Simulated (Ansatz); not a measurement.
Cost and result for the atomization energy of `[SiH3][AlH][Cl]` (7 atoms, 6 bonds).

```xyz
7

Si    0.4586    0.0116    0.9950
Al   -0.3939    0.0973   -1.2962
Cl   -2.2437   -0.8465   -1.6364
H     0.6250   -1.4036    1.4296
H    -0.5039    0.6643    1.9263
H     1.7737    0.6970    1.1320
H     0.2842    0.7799   -2.5503
```

The species carries charge 0 and has multiplicity 1. All single points use the PBE0-D4/def2-TZVP geometry. Program: Ansatz. All runs use 2 threads of a server CPU on a shared host. Times are those of one run each, without the atoms' runs, and a repeat can differ threefold. Electronic energies, without spin–orbit coupling; frozen cores. CCSD(T)/CBS adds CCSD(T) − MP2 in def2-TZVPP to the MP2 limit, and its time is that of the two runs behind it. T1 = 0.011. HSE06 is the plane-wave form, built on full-range PBE exchange.

CCSD(T)/CBS is a level of theory with its own doubt, some kJ/mol a heavy atom from the limit and from the frozen cores, so smaller differences don't rank the functionals.

| level | functions | wall time |
| --- | --- | --- |
| LDA (SPW92)/def2-TZVPP | 182 | 1.3 s |
| CCSD(T)/def2-SVP | 74 | 1.6 s |
| BLYP-D4/def2-TZVPP | 182 | 1.9 s |
| PBE0-D4/def2-TZVPP | 182 | 3 s |
| CAM-B3LYP-D4/def2-TZVPP | 182 | 4 s |
| r2SCAN-D4/def2-TZVPP (with forces) | 182 | 4.1 s |
| HSE06-D4/def2-TZVPP | 182 | 4.4 s |
| PBE-QIDH/def2-TZVPP | 182 | 5.5 s |
| B2PLYP/def2-TZVPP | 182 | 6 s |
| B97M-V/def2-TZVPP | 182 | 11 s |
| MP2/def2-QZVPP | 330 | 16 s |
| CCSD(T)/def2-TZVPP | 182 | 26 s |
| CCSD(T)/CBS(def2) | – | 41 s |

Task: What atomization energy does each give, and how far from CCSD(T)/CBS? (An estimate is asked.)

Result: Computed: 
```json
{"level": "LDA (SPW92)/def2-TZVPP", "atomization (kJ/mol)": "2097.4", "difference from CCSD(T)/CBS": "165.9", "per bond": "27.6"}
{"level": "CCSD(T)/def2-SVP", "atomization (kJ/mol)": "1801.2", "difference from CCSD(T)/CBS": "-130.3", "per bond": "-21.7"}
{"level": "BLYP-D4/def2-TZVPP", "atomization (kJ/mol)": "1881.7", "difference from CCSD(T)/CBS": "-49.8", "per bond": "-8.3"}
{"level": "PBE0-D4/def2-TZVPP", "atomization (kJ/mol)": "1895.3", "difference from CCSD(T)/CBS": "-36.2", "per bond": "-6.0"}
{"level": "CAM-B3LYP-D4/def2-TZVPP", "atomization (kJ/mol)": "1917.4", "difference from CCSD(T)/CBS": "-14.1", "per bond": "-2.4"}
{"level": "r2SCAN-D4/def2-TZVPP (with forces)", "atomization (kJ/mol)": "1930.5", "difference from CCSD(T)/CBS": "-1.0", "per bond": "-0.2"}
{"level": "HSE06-D4/def2-TZVPP", "atomization (kJ/mol)": "1895.9", "difference from CCSD(T)/CBS": "-35.6", "per bond": "-5.9"}
{"level": "PBE-QIDH/def2-TZVPP", "atomization (kJ/mol)": "1900.9", "difference from CCSD(T)/CBS": "-30.6", "per bond": "-5.1"}
{"level": "B2PLYP/def2-TZVPP", "atomization (kJ/mol)": "1889.0", "difference from CCSD(T)/CBS": "-42.5", "per bond": "-7.1"}
{"level": "B97M-V/def2-TZVPP", "atomization (kJ/mol)": "1958.9", "difference from CCSD(T)/CBS": "27.4", "per bond": "4.6"}
{"level": "MP2/def2-QZVPP", "atomization (kJ/mol)": "1903.4", "difference from CCSD(T)/CBS": "-28.1", "per bond": "-4.7"}
{"level": "CCSD(T)/def2-TZVPP", "atomization (kJ/mol)": "1879.0", "difference from CCSD(T)/CBS": "-52.5", "per bond": "-8.8"}
{"level": "CCSD(T)/CBS(def2)", "atomization (kJ/mol)": "1931.5", "difference from CCSD(T)/CBS": "0.0", "per bond": "0.0"}
```

From r2SCAN to r2SCAN0 (25 % exact exchange), in def2-TZVPP and without D4, the atomization energy moves by −14.5 kJ/mol: exact exchange takes away binding that semilocal exchange gives to molecules. Leaving LDA and LC-ωPBE aside and taking each functional with its dispersion term where it has one, the values, not all of them listed here, spread over 91.8 kJ/mol, from revPBE-D4 to B97M-V. LDA lies +217.5 kJ/mol from PBE without D4, its usual overbinding. At CCSD(T), def2-SVP lies −130.3 kJ/mol from the extrapolated value and def2-TZVPP −52.5 kJ/mol: correlation converges slowly with the basis, and small sets miss more of it in the bonded molecule than in its fragments.
